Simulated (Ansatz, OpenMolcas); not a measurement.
## Heat of formation of SiCl2 (SMILES Cl[Si]Cl) from total energies

SiCl2 has 3 atoms, charge 0, and is taken as a singlet. SMILES: `Cl[Si]Cl`. The shape is that of a PBE0-D4/def2-TZVP optimisation.

```
atom    x (Å)    y (Å)    z (Å)
  Cl   0.2938   1.6038   0.3380
  Si  -0.7701  -0.0104  -0.4220
  Cl   0.4763  -1.5934   0.0840
```

Total energies at HF/cc-pVTZ (OpenMolcas 26.06); the atoms run unrestricted:

| species | state | energy (Eh) |
| --- | --- | --- |
| SiCl2 | singlet | -1208.055212 |
| Cl | doublet | -459.485434 |
| Si | triplet | -288.856428 |

Harmonic wavenumbers at r2SCAN/def2-TZVP, in cm⁻¹: 198, 505, 511.

Measured heats of formation of the gaseous atoms at 298.15 K, in kJ/mol: Cl 121.3, Si 450.0. Spin-orbit lowering of the atoms at 298 K (mean of the ground term's levels less their thermal mean, from spectra), in kJ/mol: Cl 3.44, Si 0.44. Take 1 Eh = 2625.50 kJ/mol, 1 cm⁻¹ = 0.0119627 kJ/mol, RT = 2.479 kJ/mol.

**Question.** Work out the heat of formation of the gas at 298 K.

**Answer.** 
1. Electronic atomisation energy: 2 × (-459.485434) + (-288.856428) − (-1208.055212) = 0.227916 Eh = 598.4 kJ/mol.
2. Zero-point energy: half the sum of the wavenumbers, 607 cm⁻¹ = 7.3 kJ/mol.
3. Thermal vibrational enthalpy, Σ hcν̃/(exp(hcν̃/kT) − 1): 2.6 kJ/mol. Translation, rotation and pV of a non-linear molecule: 4 RT = 9.9 kJ/mol.
4. The 3 free atoms carry 5/2 RT each: 18.6 kJ/mol.
5. Spin-orbit coupling lowers the free atoms by 2 × 3.44 + 0.44 = 7.3 kJ/mol.
6. Atomisation enthalpy at 298 K: 598.4 − 7.3 − 7.3 − 2.6 − 9.9 + 18.6 = 589.9 kJ/mol.
7. Sum of the atoms' heats of formation: 692.6 kJ/mol. Heat of formation: 692.6 − 589.9 = +102.7 kJ/mol.

No measured value is set beside it here. Hartree–Fock leaves out correlation, which is larger in the molecule than in the atoms, so it underbinds and puts the heat of formation too high. Anharmonicity and any spin-orbit splitting of the molecule are left out.
